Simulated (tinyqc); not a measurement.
FCI on RHF in the sto-3g basis, for OH-, spin multiplicity 1, step by step. The basis has no diffuse functions, so it cannot describe the extra electron: this is an exercise in the method, not the real anion. Computed by tinyqc, a small Python program that keeps every step (integrals from PySCF). Settings: charge = -1, multiplicity = 1, basis = sto-3g, method = RHF, energy threshold = 1e-10, iteration cap = 84, orthogonalisation = symmetric, start = Wolfsberg-Helmholz matrix, DIIS depth = 6, ci = FCI. Command: `OMP_NUM_THREADS=1 python tinyqc.py 23469 23470 out.jsonl` (the two numbers bound the seeds that draw the settings). One thread of a shared host (Intel(R) Xeon(R) Processor @ 2.60GHz), about 0.1 s of CPU time with the checks. The early iterations of the SCF are left out here.

## One-electron integrals

Geometry (angstrom):
```
atom         x         y         z
O     0.000000  0.000000  0.000000
H     0.000000  0.000000  0.904000
```

Basis sto-3g: exponents (1/bohr^2) and contraction coefficients of normalised primitives:
```
element  l (shell)    exponent  coefficient
O            s (1)  130.709320     0.154329
O            s (1)   23.808861     0.535328
O            s (1)    6.443608     0.444635
O            s (2)    5.033151    -0.099967
O            s (2)    1.169596     0.399513
O            s (2)    0.380389     0.700115
O            p (3)    5.033151     0.155916
O            p (3)    1.169596     0.607684
O            p (3)    0.380389     0.391957
H            s (1)    3.425251     0.154329
H            s (1)    0.623914     0.535328
H            s (1)    0.168855     0.444635
```

Overlap, kinetic and nuclear-attraction integrals over the contracted functions; the nuclear repulsion is the sum of Za Zb / Rab.

nuclear repulsion = 4.68298417 hartree

overlap S, order 1O 1s, 1O 2s, 1O 2px, 1O 2py, 1O 2pz, 2H 1s:
```
[[1.000000, 0.236704, 0.000000, 0.000000, 0.000000, 0.061206],
 [0.236704, 1.000000, 0.000000, 0.000000, 0.000000, 0.510331],
 [0.000000, 0.000000, 1.000000, 0.000000, 0.000000, 0.000000],
 [0.000000, 0.000000, 0.000000, 1.000000, 0.000000, 0.000000],
 [0.000000, 0.000000, 0.000000, 0.000000, 1.000000, 0.411238],
 [0.061206, 0.510331, 0.000000, 0.000000, 0.411238, 1.000000]]
```

kinetic energy T (hartree), order 1O 1s, 1O 2s, 1O 2px, 1O 2py, 1O 2pz, 2H 1s:
```
[[29.003200, -0.168011, 0.000000, 0.000000, 0.000000, 0.001848],
 [-0.168011, 0.808128, 0.000000, 0.000000, 0.000000, 0.155775],
 [0.000000, 0.000000, 2.528731, 0.000000, 0.000000, 0.000000],
 [0.000000, 0.000000, 0.000000, 2.528731, 0.000000, 0.000000],
 [0.000000, 0.000000, 0.000000, 0.000000, 2.528731, 0.326815],
 [0.001848, 0.155775, 0.000000, 0.000000, 0.326815, 0.760032]]
```

nuclear attraction V (hartree), order 1O 1s, 1O 2s, 1O 2px, 1O 2py, 1O 2pz, 2H 1s:
```
[[-61.203828, -7.321640, 0.000000, 0.000000, -0.017404, -1.953830],
 [-7.321640, -9.626513, 0.000000, 0.000000, -0.200163, -4.004457],
 [0.000000, 0.000000, -9.506598, 0.000000, 0.000000, 0.000000],
 [0.000000, 0.000000, 0.000000, -9.506598, 0.000000, 0.000000],
 [-0.017404, -0.200163, 0.000000, 0.000000, -9.648063, -2.947180],
 [-1.953830, -4.004457, 0.000000, 0.000000, -2.947180, -5.699832]]
```

core Hamiltonian H = T + V (hartree), order 1O 1s, 1O 2s, 1O 2px, 1O 2py, 1O 2pz, 2H 1s:
```
[[-32.200628, -7.489650, 0.000000, 0.000000, -0.017404, -1.951983],
 [-7.489650, -8.818385, 0.000000, 0.000000, -0.200163, -3.848682],
 [0.000000, 0.000000, -6.977866, 0.000000, 0.000000, 0.000000],
 [0.000000, 0.000000, 0.000000, -6.977866, 0.000000, 0.000000],
 [-0.017404, -0.200163, 0.000000, 0.000000, -7.119331, -2.620365],
 [-1.951983, -3.848682, 0.000000, 0.000000, -2.620365, -4.939800]]
```

## Two-electron integrals

Functions are numbered as in S; the eight-fold symmetry (ij|kl) = (ji|kl) = (kl|ij) leaves the list below.

Two-electron integrals (ij|kl) in chemists' order, unique and non-zero (hartree):
```
(11|11) 4.785065   (21|11) 0.741380   (21|21) 0.136873   (22|11) 1.118947
(22|21) 0.256633   (22|22) 0.817206   (31|31) 0.024477   (32|31) 0.037809
(32|32) 0.180518   (33|11) 1.115814   (33|21) 0.256684   (33|22) 0.817023
(33|33) 0.880159   (41|41) 0.024477   (42|41) 0.037809   (42|42) 0.180518
(43|43) 0.047444   (44|11) 1.115814   (44|21) 0.256684   (44|22) 0.817023
(44|33) 0.785270   (44|44) 0.880159   (51|51) 0.024477   (52|51) 0.037809
(52|52) 0.180518   (53|53) 0.047444   (54|54) 0.047444   (55|11) 1.115814
(55|21) 0.256684   (55|22) 0.817023   (55|33) 0.785270   (55|44) 0.785270
(55|55) 0.880159   (61|11) 0.195123   (61|21) 0.035684   (61|22) 0.066360
(61|33) 0.066238   (61|44) 0.066238   (61|51) 0.001626   (61|52) 0.003028
(61|55) 0.066614   (61|61) 0.009422   (62|11) 0.441915   (62|21) 0.102480
(62|22) 0.357498   (62|33) 0.351719   (62|44) 0.351719   (62|51) 0.007611
(62|52) 0.056426   (62|55) 0.368728   (62|61) 0.027165   (62|62) 0.188398
(63|31) 0.011113   (63|32) 0.063254   (63|53) 0.011931   (63|63) 0.027921
(64|41) 0.011113   (64|42) 0.063254   (64|54) 0.011931   (64|64) 0.027921
(65|11) 0.303867   (65|21) 0.071430   (65|22) 0.266229   (65|33) 0.253962
(65|44) 0.253962   (65|51) 0.015811   (65|52) 0.103503   (65|55) 0.290476
(65|61) 0.019831   (65|62) 0.170439   (65|65) 0.180508   (66|11) 0.558180
(66|21) 0.131535   (66|22) 0.522767   (66|33) 0.501462   (66|44) 0.501462
(66|51) 0.013470   (66|52) 0.134181   (66|55) 0.564763   (66|61) 0.035236
(66|62) 0.335915   (66|65) 0.347517   (66|66) 0.774606
```

## Orthogonalisation

S = U s U^T; symmetric (Loewdin) form X = U s^(-1/2) U^T, so that X^T S X = 1.

eigenvalues of S: [0.332214, 0.840241, 1.000000, 1.000000, 1.126734, 1.700811]

X, order 1O 1s, 1O 2s, 1O 2px, 1O 2py, 1O 2pz, 2H 1s:
```
[[1.023305, -0.135870, 0.000000, 0.000000, -0.010372, 0.025786],
 [-0.135870, 1.173962, 0.000000, 0.000000, 0.120159, -0.367642],
 [0.000000, 0.000000, 1.000000, 0.000000, 0.000000, 0.000000],
 [0.000000, 0.000000, 0.000000, 1.000000, 0.000000, 0.000000],
 [-0.010372, 0.120159, 0.000000, 0.000000, 1.094964, -0.291444],
 [0.025786, -0.367642, 0.000000, 0.000000, -0.291444, 1.242533]]
```

## Starting guess

The start is the generalised Wolfsberg-Helmholz matrix (K = 1.75) built on H; D = 2 C_occ C_occ^T.

D at the start, order 1O 1s, 1O 2s, 1O 2px, 1O 2py, 1O 2pz, 2H 1s:
```
[[2.078811, -0.313291, 0.000000, 0.000000, 0.132149, -0.192988],
 [-0.313291, 1.365815, 0.000000, 0.000000, -0.503427, 0.498115],
 [0.000000, 0.000000, 2.000000, 0.000000, 0.000000, 0.000000],
 [0.000000, 0.000000, 0.000000, 2.000000, 0.000000, 0.000000],
 [0.132149, -0.503427, 0.000000, 0.000000, 1.668922, 0.272812],
 [-0.192988, 0.498115, 0.000000, 0.000000, 0.272812, 0.325601]]
```

## Iteration 6 (converged): orbitals

converged F (hartree), order 1O 1s, 1O 2s, 1O 2px, 1O 2py, 1O 2pz, 2H 1s:
```
[[-19.346407, -4.965897, 0.000000, 0.000000, -0.027062, -1.303639],
 [-4.965897, -1.778005, 0.000000, 0.000000, -0.086951, -0.805449],
 [0.000000, 0.000000, 0.260388, 0.000000, 0.000000, 0.000000],
 [0.000000, 0.000000, 0.000000, 0.260388, 0.000000, 0.000000],
 [-0.027062, -0.086951, 0.000000, 0.000000, 0.380956, -0.325838],
 [-1.303639, -0.805449, 0.000000, 0.000000, -0.325838, -0.208212]]
```

Diagonalise F' = X^T F X, C = X C', fill 5 alpha and 5 beta electrons from the bottom; D = 2 C_occ C_occ^T. Each column has its largest component positive (the first on a tie).

F' = X^T F X (hartree):
```
[[-18.973349, -2.655096, 0.000000, 0.000000, -0.058709, -0.223070],
 [-2.655096, -0.675866, 0.000000, 0.000000, 0.179460, -0.583889],
 [0.000000, 0.000000, 0.260388, 0.000000, 0.000000, 0.000000],
 [0.000000, 0.000000, 0.000000, 0.260388, 0.000000, 0.000000],
 [-0.058709, 0.179460, 0.000000, 0.000000, 0.657915, -0.610520],
 [-0.223070, -0.583889, 0.000000, 0.000000, -0.610520, 0.421972]]
```

orbital energies (hartree): [-19.355570, -0.607757, 0.074985, 0.260388, 0.260388, 1.319014]

coefficients C, order 1O 1s, 1O 2s, 1O 2px, 1O 2py, 1O 2pz, 2H 1s:
```
[[0.994130, -0.231601, -0.120550, 0.000000, 0.000000, 0.099603],
 [0.025814, 0.820688, 0.639014, 0.000000, 0.000000, -0.680964],
 [0.000000, 0.000000, 0.000000, 0.706273, 0.707940, 0.000000],
 [0.000000, 0.000000, 0.000000, 0.707940, -0.706273, 0.000000],
 [0.004515, 0.088876, -0.566886, 0.000000, 0.000000, -0.984456],
 [-0.007854, 0.300133, -0.632932, 0.000000, 0.000000, 1.128676]]
```

D after iteration 6, order 1O 1s, 1O 2s, 1O 2px, 1O 2py, 1O 2pz, 2H 1s:
```
[[2.112932, -0.482886, 0.000000, 0.000000, 0.104485, -0.002038],
 [-0.482886, 2.165066, 0.000000, 0.000000, -0.578383, -0.316679],
 [0.000000, 0.000000, 2.000000, 0.000000, 0.000000, 0.000000],
 [0.000000, 0.000000, 0.000000, 2.000000, 0.000000, 0.000000],
 [0.104485, -0.578383, 0.000000, 0.000000, 0.658558, 0.770879],
 [-0.002038, -0.316679, 0.000000, 0.000000, 0.770879, 0.981488]]
```

Within a degenerate level the vectors are fixed only up to a rotation; this is one choice.

## Convergence

Stop when the energy changes by less than 1e-10 hartree and every element of the error matrix X^T (F D S - S D F) X is below 3e-06.

Course of the cycle:
```
iteration   E (hartree)     change  largest element of the error matrix
1          -73.74064112          -                             5.08e-01
2          -74.01951316  -2.79e-01                             1.33e-01
3          -74.04025113  -2.07e-02                             1.49e-02
4          -74.04040989  -1.59e-04                             1.61e-03
5          -74.04041168  -1.79e-06                             1.10e-05
6          -74.04041168  -8.68e-11                             4.25e-07
```

PySCF RHF in the same basis = -74.04041168 hartree

Converged in 6 iterations.

## Populations, bond orders and dipole

Mulliken: Z minus the diagonal of D S on the atom; Loewdin: the same with S^(1/2) D S^(1/2); Mayer order: 2 sum_s sum (D(s) S)_ij (D(s) S)_ji over the two atoms.

Charges (e):
```
atom   Mulliken    Loewdin
1O    -0.863233  -0.863063
2H    -0.136767  -0.136937
```

Mayer bond orders:
```
pair     order
2-1   0.981295
```

dipole moment about the origin, x y z (debye): [0.000000, 0.000000, 0.043824]

## Integrals over molecular orbitals

(pq|rs) = sum C_ip C_jq C_kr C_ls (ij|kl), one index at a time.

one-electron integrals over orbitals h = C^T H C (hartree):
```
[[-32.182414, 0.574670, 0.289186, 0.000000, 0.000000, -0.239324],
 [0.574670, -7.113597, -0.658762, 0.000000, 0.000000, 1.181723],
 [0.289186, -0.658762, -6.104088, 0.000000, 0.000000, -1.266400],
 [0.000000, 0.000000, 0.000000, -6.977866, 0.000000, 0.000000],
 [0.000000, 0.000000, 0.000000, 0.000000, -6.977866, 0.000000],
 [-0.239324, 1.181723, -1.266400, 0.000000, 0.000000, -5.549838]]
```

Two-electron integrals over orbitals (pq|rs), unique and non-zero (hartree):
```
(11|11) 4.744399    (21|11) -0.416235   (21|21) 0.057588    (22|11) 0.993775
(22|21) -0.013349   (22|22) 0.729836    (31|11) -0.216600   (31|21) 0.028111
(31|22) -0.015053   (31|31) 0.025280    (32|11) 0.182559    (32|21) -0.009686
(32|22) 0.001620    (32|31) 0.011244    (32|32) 0.149458    (33|11) 0.884290
(33|21) -0.010592   (33|22) 0.656328    (33|31) 0.004014    (33|32) 0.048402
(33|33) 0.694605    (41|41) 0.026054    (42|41) 0.032189    (42|42) 0.141667
(43|41) 0.015648    (43|42) 0.056123    (43|43) 0.053767    (44|11) 1.115323
(44|21) -0.012070   (44|22) 0.741544    (44|31) -0.006221   (44|32) 0.095995
(44|33) 0.671376    (44|44) 0.880159    (51|51) 0.026054    (52|51) 0.032189
(52|52) 0.141667    (53|51) 0.015648    (53|52) 0.056123    (53|53) 0.053767
(54|54) 0.047444    (55|11) 1.115323    (55|21) -0.012070   (55|22) 0.741544
(55|31) -0.006221   (55|32) 0.095995    (55|33) 0.671376    (55|44) 0.785270
(55|55) 0.880159    (61|11) 0.180738    (61|21) -0.027780   (61|22) -0.003738
(61|31) 0.001218    (61|32) 0.023549    (61|33) 0.016301    (61|44) 0.004739
(61|55) 0.004739    (61|61) 0.032383    (62|11) -0.252014   (62|21) 0.004693
(62|22) -0.117171   (62|31) 0.017766    (62|32) 0.006522    (62|33) -0.021933
(62|44) -0.130698   (62|55) -0.130698   (62|61) 0.016432    (62|62) 0.110561
(63|11) 0.252706    (63|21) -0.004407   (63|22) 0.073891    (63|31) 0.004623
(63|32) 0.114298    (63|33) 0.082995    (63|44) 0.136321    (63|55) 0.136321
(63|61) 0.010718    (63|62) -0.048341   (63|63) 0.145408    (64|41) -0.011911
(64|42) -0.046326   (64|43) 0.003667    (64|64) 0.039125    (65|51) -0.011911
(65|52) -0.046326   (65|53) 0.003667    (65|65) 0.039125    (66|11) 0.947144
(66|21) -0.010169   (66|22) 0.692089    (66|31) -0.017819   (66|32) -0.045024
(66|33) 0.648801    (66|44) 0.664846    (66|55) 0.664846    (66|61) -0.011142
(66|62) -0.087986   (66|63) 0.026526    (66|66) 0.727698
```

## FCI: determinants and Hamiltonian

Hartree-Fock energy = -74.04041168 hartree

Slater-Condon rules over spin orbitals, with the nuclear repulsion added and E(HF) subtracted on the diagonal. Only determinants linked to the reference directly or through others are kept (one block of an abelian symmetry group), so some states are absent.

Occupation strings over the orbitals (2 doubly, a alpha, b beta, 0 empty; spin orbitals ordered 1a 1b 2a 2b ...): 222220 22a22b 2a222b a2222b 22b22a 2b222a b2222a 222202 222022 220222 2ab222 a2b222 2ba222 202222 ab2222 b2a222 ba2222 022222

H - E(HF) between determinants (hartree), order 222220, 22a22b, 2a222b, a2222b, 22b22a, 2b222a, b2222a, 222202, 222022, 220222, 2ab222, a2b222, 2ba222, 202222, ab2222, b2a222, ba2222, 022222:
```
[[0.000000, 0.000000, 0.000000, 0.000000, 0.000000, 0.000000, 0.000000, 0.039125, 0.039125, 0.145408, 0.048341, -0.010718, -0.048341, 0.110561, -0.016432, 0.010718, 0.016432, 0.032383],
 [0.000000, 0.740635, -0.003317, 0.028537, -0.145408, 0.048341, -0.010718, -0.003667, -0.003667, -0.056470, 0.114298, 0.004623, -0.066054, -0.006522, 0.017766, -0.027442, -0.023549, -0.001218],
 [0.000000, -0.003317, 1.345242, 0.026602, 0.048341, -0.110561, -0.016432, 0.046326, 0.046326, -0.114298, 0.047365, -0.004407, -0.006522, 0.029184, 0.004693, -0.023549, -0.007403, 0.027780],
 [0.000000, 0.028537, 0.026602, 19.759822, -0.010718, -0.016432, -0.032383, 0.011911, 0.011911, -0.004623, -0.004407, 0.226180, -0.017766, -0.004693, -0.164028, -0.001218, 0.027780, -0.191880],
 [0.000000, -0.145408, 0.048341, -0.010718, 0.740635, -0.003317, 0.028537, 0.003667, 0.003667, 0.056470, -0.066054, -0.027442, 0.114298, 0.006522, -0.023549, 0.004623, 0.017766, 0.001218],
 [0.000000, 0.048341, -0.110561, -0.016432, -0.003317, 1.345242, 0.026602, -0.046326, -0.046326, 0.114298, -0.006522, -0.023549, 0.047365, -0.029184, -0.007403, -0.004407, 0.004693, -0.027780],
 [0.000000, -0.010718, -0.016432, -0.032383, 0.028537, 0.026602, 19.759822, -0.011911, -0.011911, 0.004623, -0.017766, -0.001218, -0.004407, 0.004693, 0.027780, 0.226180, -0.164028, 0.191880],
 [0.039125, -0.003667, 0.046326, 0.011911, 0.003667, -0.046326, -0.011911, 1.143974, 0.047444, 0.053767, -0.056123, -0.015648, 0.056123, 0.141667, -0.032189, 0.015648, 0.032189, 0.026054],
 [0.039125, -0.003667, 0.046326, 0.011911, 0.003667, -0.046326, -0.011911, 0.047444, 1.143974, 0.053767, -0.056123, -0.015648, 0.056123, 0.141667, -0.032189, 0.015648, 0.032189, 0.026054],
 [0.145408, -0.056470, -0.114298, -0.004623, 0.056470, 0.114298, 0.004623, 0.053767, 0.053767, 1.605971, -0.090109, -0.050369, 0.090109, 0.149458, -0.011244, 0.050369, 0.011244, 0.025280],
 [0.048341, 0.114298, 0.047365, -0.004407, -0.066054, -0.006522, -0.017766, -0.056123, -0.056123, -0.090109, 2.129012, 0.026179, -0.149458, -0.043327, -0.009686, -0.011244, -0.031302, -0.028111],
 [-0.010718, 0.004623, -0.004407, 0.226180, -0.027442, -0.023549, -0.001218, -0.015648, -0.015648, -0.050369, 0.026179, 20.516499, -0.011244, 0.009686, 0.224266, -0.025280, -0.028111, 0.170245],
 [-0.048341, -0.066054, -0.006522, -0.017766, 0.114298, 0.047365, -0.004407, 0.056123, 0.056123, 0.090109, -0.149458, -0.011244, 2.129012, 0.043327, -0.031302, 0.026179, -0.009686, 0.028111],
 [0.110561, -0.006522, 0.029184, -0.004693, 0.006522, -0.029184, 0.004693, 0.141667, 0.141667, 0.149458, -0.043327, 0.009686, 0.043327, 2.763839, -0.023423, -0.009686, 0.023423, 0.057588],
 [-0.016432, 0.017766, 0.004693, -0.164028, -0.023549, -0.007403, 0.027780, -0.032189, -0.032189, -0.011244, -0.009686, 0.224266, -0.031302, -0.023423, 21.187303, -0.028111, -0.057588, 0.379464],
 [0.010718, -0.027442, -0.023549, -0.001218, 0.004623, -0.004407, 0.226180, 0.015648, 0.015648, 0.050369, -0.011244, -0.025280, 0.026179, -0.009686, -0.028111, 20.516499, 0.224266, -0.170245],
 [0.016432, -0.023549, -0.007403, 0.027780, 0.017766, 0.004693, -0.164028, 0.032189, 0.032189, 0.011244, -0.031302, -0.028111, -0.009686, 0.023423, -0.057588, 0.224266, 21.187303, -0.379464],
 [0.032383, -0.001218, 0.027780, -0.191880, 0.001218, -0.027780, 0.191880, 0.026054, 0.026054, 0.025280, -0.028111, 0.170245, 0.028111, 0.057588, 0.379464, -0.170245, -0.379464, 43.097452]]
```

## FCI: roots

Diagonalise (each vector has its largest component positive (the first on a tie)); all determinants have Ms = 0, so triplets appear too. The lowest singlet root is the correlation energy.

lowest roots of this matrix, relative to E(HF) (hartree): [-0.021116, 0.590553, 0.846462, 1.096529, 1.118273, 1.235175, 1.398673, 1.681491]

lowest vectors, order 222220, 22a22b, 2a222b, a2222b, 22b22a, 2b222a, b2222a, 222202, 222022, 220222, 2ab222, a2b222, 2ba222, 202222, ab2222, b2a222, ba2222, 022222:
```
[[0.994221, 0.000000, 0.004661, 0.000000],
 [-0.000952, 0.705112, 0.687355, 0.000000],
 [-0.003542, -0.047778, 0.097376, 0.000000],
 [0.000027, -0.000666, -0.001490, 0.000000],
 [0.000952, 0.705112, -0.687355, 0.000000],
 [0.003542, -0.047778, -0.097376, 0.000000],
 [-0.000027, -0.000666, 0.001490, 0.000000],
 [-0.026463, 0.000000, -0.057930, 0.707107],
 [-0.026463, 0.000000, -0.057930, -0.707107],
 [-0.087504, 0.000000, 0.118535, 0.000000],
 [-0.026101, -0.023101, -0.087516, 0.000000],
 [0.000329, 0.000765, -0.000795, 0.000000],
 [0.026101, -0.023101, 0.087516, 0.000000],
 [-0.032802, 0.000000, -0.003221, 0.000000],
 [0.000644, 0.000134, -0.001475, 0.000000],
 [-0.000329, 0.000765, 0.000795, 0.000000],
 [-0.000644, 0.000134, 0.001475, 0.000000],
 [-0.000663, 0.000000, -0.000184, 0.000000]]
```

<S^2> of these roots: [0.000000, 2.000000, 0.000000, 0.000000, 0.000000, 2.000000, 0.000000, 0.000000]

weight of the ground state by excitation level 0, 1, 2, ...: [0.988476, 0.000027, 0.011497]
